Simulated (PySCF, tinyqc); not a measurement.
Inside a calculation. Method: CIS and TDHF on RHF in the sto-3g basis, frozen core, for CH2, spin multiplicity 1. The lowest restricted solution is unstable here: a spin-polarised one lies 0.0329 hartree lower (PySCF). One step of it, computed by the program tinyqc.

Task: CIS matrix, triplets. A(ia,jb) = (e_a - e_i) d_ij d_ab - (ij|ab).

orbital energies (hartree): MO1 -10.999878, MO2 -0.821137, MO3 -0.516563, MO4 -0.295666, MO5 0.231322, MO6 0.636018, MO7 0.703297

Two-electron integrals over orbitals (pq|rs), unique and non-zero (hartree); the lowest 1 orbital is frozen and left out:
```
(22|22) 0.549687    (32|32) 0.143909    (33|22) 0.515826    (33|33) 0.524791
(42|22) 0.028080    (42|33) 0.021857    (42|42) 0.073933    (43|32) 0.022135
(43|43) 0.032712    (44|22) 0.496170    (44|33) 0.464931    (44|42) -0.083865
(44|44) 0.667128    (52|52) 0.089257    (53|53) 0.020054    (54|52) -0.039936
(54|54) 0.052681    (55|22) 0.543477    (55|33) 0.483583    (55|42) -0.044456
(55|44) 0.581896    (55|55) 0.672833    (62|22) 0.083279    (62|33) 0.028300
(62|42) -0.000706   (62|44) 0.075241    (62|55) 0.125244    (62|62) 0.097830
(63|32) -0.067603   (63|43) -0.028143   (63|63) 0.082145    (64|22) 0.032598
(64|33) 0.004926    (64|42) -0.009563   (64|44) 0.061607    (64|55) 0.050505
(64|62) 0.047561    (64|64) 0.034026    (65|52) 0.056014    (65|54) -0.014173
(65|65) 0.044330    (66|22) 0.539281    (66|33) 0.514794    (66|42) 0.055706
(66|44) 0.455439    (66|55) 0.504667    (66|62) 0.062767    (66|64) 0.020790
(66|66) 0.574838    (72|32) -0.002327   (72|43) -0.032313   (72|63) 0.046925
(72|72) 0.053645    (73|22) 0.051838    (73|33) 0.026493    (73|42) -0.058368
(73|44) 0.122965    (73|55) 0.124581    (73|62) 0.074084    (73|64) 0.042660
(73|66) 0.004380    (73|73) 0.118704    (74|32) -0.072083   (74|43) 0.009578
(74|63) 0.038150    (74|72) -0.008775   (74|74) 0.063479    (75|53) 0.018414
(75|75) 0.022109    (76|32) 0.111303    (76|43) 0.033850    (76|63) -0.075712
(76|72) -0.027156   (76|74) -0.051784   (76|76) 0.111700    (77|22) 0.518937
(77|33) 0.522184    (77|42) -0.010756   (77|44) 0.525316    (77|55) 0.526746
(77|62) 0.043853    (77|64) 0.015084    (77|66) 0.517991    (77|73) 0.063588
(77|77) 0.560280
```

Give: CIS matrix A, triplet.

Result:

CIS matrix A, triplet (hartree):
```
       2>5     2>6     2>7    3>5     3>6     3>7     4>5     4>6
2>5  0.509   0.000   0.000  0.000   0.000   0.000   0.044   0.000
2>6  0.000   0.918   0.000  0.000   0.000  -0.111   0.000  -0.056
2>7  0.000   0.000   1.005  0.000  -0.111   0.000   0.000   0.000
3>5  0.000   0.000   0.000  0.264   0.000   0.000   0.000   0.000
3>6  0.000   0.000  -0.111  0.000   0.638   0.000   0.000   0.000
3>7  0.000  -0.111   0.000  0.000   0.000   0.698   0.000  -0.034
4>5  0.044   0.000   0.000  0.000   0.000   0.000  -0.055   0.000
4>6  0.000  -0.056   0.000  0.000   0.000  -0.034   0.000   0.476
4>7  0.000   0.000   0.011  0.000  -0.034   0.000   0.000   0.000

        4>7
2>5   0.000
2>6   0.000
2>7   0.011
3>5   0.000
3>6  -0.034
3>7   0.000
4>5   0.000
4>6   0.000
4>7   0.474
```
